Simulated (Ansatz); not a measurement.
Geometry optimisation, UKS r2SCANh/def2-SVP (Ansatz).

Input file:

```yaml
crystal:
  periodic: [false, false, false]
  atoms:
    - { symbol: C, position_ang: [-0.5259, 0.6053, -0.557] }
    - { symbol: C, position_ang: [0.3984, -0.3419, 0.0479] }
    - { symbol: "N", position_ang: [0.0088, -0.6126, 1.4174] }
    - { symbol: H, position_ang: [-1.5232, 0.2685, -0.5625] }
    - { symbol: H, position_ang: [-0.2981, 0.8477, -1.6265] }
    - { symbol: H, position_ang: [-0.574, 1.6171, -0.0261] }
    - { symbol: H, position_ang: [1.4418, 0.0769, -0.0136] }
    - { symbol: H, position_ang: [0.4379, -1.2416, -0.5543] }
    - { symbol: H, position_ang: [0.7229, -1.2657, 1.8576] }
magnetization:
  spin_polarized: true
  initial_magnetization: 1
basis:
  gaussian: { orbitals: def2-SVP }
hamiltonian:
  xc: r2scanh
relax:
  f_tol: 0.015
  max_steps: 40
output:
  orbitals: {}
```

Command:

```bash
$ ansatz run input.yaml --threads 2 --pin off --max-ram 3072MiB --backend cpu --events-out ev --progress --plain --runs-dir out
```

Question: Where does it end, and by what steps?

Answer: The run converged. After 4 steps the energy has fallen by 0.228 eV; H9 moved furthest, 0.07 Å.

```tsv
step	energy less start (eV)	largest force component (eV/Å)	accepted
0	0.0000	3.493	yes
1	-0.2011	1.278	yes
2	-0.2274	0.137	yes
3	-0.2279	0.075	yes
4	-0.2280	0.015	yes
```

```xyz
9
Properties=species:S:1:pos:R:3
C -0.556 0.654 -0.585
C 0.398 -0.327 0.072
N 0.041 -0.605 1.430
H -1.579 0.255 -0.576
H -0.270 0.857 -1.627
H -0.565 1.605 -0.035
H 1.440 0.059 0.026
H 0.440 -1.273 -0.510
H 0.739 -1.271 1.787
```

Time of the run: 10 s on 2 threads of Intel(R) Xeon(R) Platinum 8488C (Sapphire Rapids) (shared host), peak memory 0.21 GiB.
